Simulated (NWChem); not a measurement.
## Polarisability of water (H$_{2}$O)

SMILES: O
```xyz
3

O      0.0000     0.0000     0.1226
H      0.7577     0.0000    -0.4905
H     -0.7577     0.0000    -0.4905
```
Charge 0, spin multiplicity 1.

Everything below was run with NWChem. All single points use one geometry, from PBE/def2-SVP, a minimum by its harmonic frequencies.

Basis set: Sadlej pVTZ. The field's frequency is 0.0773 Ha (589 nm).

B3LYP has NWChem's definition, with VWN1-RPA local correlation.

Q: One of these methods gave an isotropic polarisability of 11.05 bohr³. Which?
(A) LDA (SVWN5)
(B) B3LYP
(C) HF

A: A, LDA (SVWN5). The others give 8.85 (HF), 10.38 (B3LYP).
